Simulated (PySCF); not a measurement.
What builds the first ionisation energy along group 15

All values are computed (PySCF 2.14, energy differences of UHF-based or UKS calculations, no spin-orbit coupling). Each column adds one step, in eV (sums use unrounded values): valence MP2, valence CCSD, valence triples, then the next inner shell at CCSD(T) (N 1s, P 2s 2p, As 3s 3p 3d, Sb 4s 4p 4d, Bi 5s 5p 5d). References (NIST) marked * lie between the lowest fine-structure levels; the others compare directly ((s) semi-empirical, (t) theoretical).

```tsv
element	UHF	+ MP2	+ CCSD	+ (T)	+ inner shell	sum	reference
N [He] 2s2 2p3 → [He] 2s2 2p2 (ANO-RCC-VTZP, spin-free X2C)	13.894	0.692	-0.140	0.024	0.014	14.484	14.545
P [Ne] 3s2 3p3 → [Ne] 3s2 3p2 (ANO-RCC-VTZP, spin-free X2C)	9.898	0.576	-0.064	0.045	-0.006	10.450	10.526
As [Ar] 3d10 4s2 4p3 → [Ar] 3d10 4s2 4p2 (ANO-RCC-VTZP, spin-free X2C)	9.420	0.481	-0.032	0.033	0.044	9.946	10.008
Sb [Kr] 4d10 5s2 5p3 → [Kr] 4d10 5s2 5p2 (ANO-RCC-VTZP, spin-free X2C)	8.586	0.394	-0.017	0.024	0.063	9.049	9.124
Bi [Xe] 4f14 5d10 6s2 6p3 → [Xe] 4f14 5d10 6s2 6p2 (ANO-RCC-VTZP, spin-free X2C)	8.223	0.349	0.006	0.020	0.101	8.699	7.286 *
```

What remains against the references is mostly basis incompleteness and, for starred values, spin-orbit coupling.

These are valence bases, so the inner-shell step is incomplete.
